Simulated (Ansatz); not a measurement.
**B3LYP/def2-TZVPPD run of HCl (hydrogen chloride)**

What is the vertical ionisation energy of HCl (hydrogen chloride) at B3LYP/def2-TZVPPD? 

The calculation is run with Ansatz 0.2.0.

32 further runs of the same task are left out: 32 set aside as unsound or not needed.

## Step 1: The structure to begin with

The species is HCl (2 atoms), meant as a singlet with charge 0. As SMILES, `Cl`. The coordinates come from a PBE0-D4/def2-TZVP relaxation.

Bond lengths: Cl1–H2 1.279 Å.

## Step 2: A single-point energy at B3LYP/def2-TZVPPD

input.yaml reads:

```yaml
crystal:
  periodic: [false, false, false]
  atoms:
    - {symbol: Cl, position_ang: [0.546000, -0.178500, 0.280800]}
    - {symbol: H, position_ang: [-0.546000, 0.178500, -0.280800]}
basis:
  gaussian: {orbitals: def2-TZVPPD.json}
output: {orbitals: {seedname: orbitals}}
hamiltonian: {xc: {name: B3LYP}}
accuracy: high
```

The basis set def2-TZVPPD is read from a file made from the Basis Set Exchange's data (not shown).

On the command line:

```bash
ansatz run input.yaml --threads 1 --pin off --max-ram 3480MiB --events-out events.jsonl --progress --plain --runs-dir runs
```

Standard output:

```text
Warning: RAYON_NUM_THREADS=1 ignored (pool sized by the plan → 1); use --threads N
Functional definition: B3LYP
  name "B3LYP"
  parameter a0 = 0.2
  parameter ax = 0.72
  parameter ac = 0.81
  exchange = (1 - a0 - ax)*slater_x + ax*b88_x + a0*exact_x
  correlation = (1 - ac)*vwn_rpa_c + ac*lyp_c
849 factors; integrals over basis functions are off by at most 3.7e-9 eV
mean field evaluation 1: about -12539.7675 eV, gradient 1.1e1 eV
mean field evaluation 2: about -12539.8077 eV, gradient 1.1e1 eV
mean field evaluation 4: about -12540.0341 eV, gradient 3.4e-1 eV
mean field evaluation 8: about -12540.0342 eV, gradient 4.6e-3 eV
mean field evaluation 16: about -12540.0342 eV, gradient 5.6e-8 eV
mean field -12540.03417292 eV, -460.8377559145 hartree, gradient 1.9e-8 eV, S^2 0.000000; 0 other end points of the search recorded, 0 dependent functions left out
reference -12540.03420237 eV, -460.8377569965 hartree; 9, 9 occupied and 59, 59 virtual orbitals, 849 factors
Total energy: -12540.03420237 eV, -460.8377569965 hartree
```

It took 1.2 s on 1 thread of Arm Neoverse V2, shared host; peak memory 0.11 GiB.

## Step 3: The doublet cation at the same level

in.yaml reads:

```yaml
crystal:
  periodic: [false, false, false]
  atoms:
    - symbol: Cl
      position_ang: [0.546000, -0.178500, 0.280800]
    - symbol: H
      position_ang: [-0.546000, 0.178500, -0.280800]
basis:
  gaussian:
    orbitals: def2-TZVPPD.json
total_charge: 1
magnetization:
  spin_polarized: true
  initial_magnetization: 1
hamiltonian:
  xc: {name: B3LYP}
accuracy: high
output: {orbitals: {seedname: orbitals}}
```

The basis set def2-TZVPPD is read from a file made from the Basis Set Exchange's data (not shown).

On the command line:

```bash
ansatz run in.yaml --threads 1 --pin off --max-ram 3480MiB --events-out events.jsonl --progress --plain --runs-dir runs
```

Standard output, shortened:

```text
Warning: RAYON_NUM_THREADS=1 ignored (pool sized by the plan → 1); use --threads N
[... 7 set-up lines as earlier in the session ...]
849 factors; integrals over basis functions are off by at most 3.7e-9 eV
mean field evaluation 1: about -12526.2449 eV, gradient 1.7e1 eV
mean field evaluation 2: about -12526.8262 eV, gradient 1.2e1 eV
mean field evaluation 4: about -12527.2449 eV, gradient 4.6e-1 eV
mean field evaluation 8: about -12527.2537 eV, gradient 6.8e-3 eV
mean field evaluation 16: about -12527.2537 eV, gradient 1.8e-6 eV
mean field -12527.25373743 eV, -460.3680835729 hartree, gradient 1.5e-8 eV, S^2 0.753655; 0 other end points of the search recorded, 0 dependent functions left out
reference -12527.25376074 eV, -460.3680844296 hartree; 9, 8 occupied and 59, 60 virtual orbitals, 849 factors
Total energy: -12527.25376074 eV, -460.3680844296 hartree
```

Wall time 2.4 s (1 thread of Arm Neoverse V2, shared host); peak memory 0.14 GiB.

## Step 4: What came out

At B3LYP/def2-TZVPPD:

```
                                          quantity          value
                         singlet HCl: total energy  -460.83776 Eh
                          singlet HCl: HOMO energy       -9.23 eV
                          singlet HCl: LUMO energy       -0.47 eV
                        singlet HCl: HOMO–LUMO gap        8.76 eV
                      doublet cation: total energy  -460.36808 Eh
doublet cation: HOMO energy (highest over α and β)      -19.13 eV
 doublet cation: LUMO energy (lowest over α and β)      -16.38 eV
                              doublet cation: ⟨S²⟩          0.754
vertical ionisation energy (to the doublet cation)      12.780 eV
```

Removing an electron at fixed nuclei costs 12.78 eV (1233 kJ/mol). The negative HOMO energy of the first species, 9.23 eV, lies 3.55 eV below that difference.
